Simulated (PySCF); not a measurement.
Gas-phase reaction: SiCl4 + F2 = SiCl2F2 + Cl2

Computed with PySCF and rigid-rotor harmonic-oscillator thermochemistry at 1 bar. † marks an energy on the PBE0/def2-TZVP geometry and frequencies; other levels use their own. MP2 and CCSD(T) freeze the core. All species are closed-shell singlets. MP2 isn't extrapolated to the basis-set limit. CCSD(T) isn't extrapolated to the basis-set limit.

```
level              ΔH°(298 K), kJ
-----------------  --------------
CCSD(T)/def2-SVP†             ___
HF/def2-TZVP†                -520
MP2/def2-SVP†                 ___
MP2/def2-TZVPP†              -475
PBE/def2-TZVP†               -434
PBE0/def2-TZVP                ___
LDA/def2-TZVP†               -455
```

Problem. Some entries are withheld; supply them.

Solution. 
- CCSD(T)/def2-SVP†, ΔH°(298 K), kJ: -410
- MP2/def2-SVP†, ΔH°(298 K), kJ: -424
- PBE0/def2-TZVP, ΔH°(298 K), kJ: -454
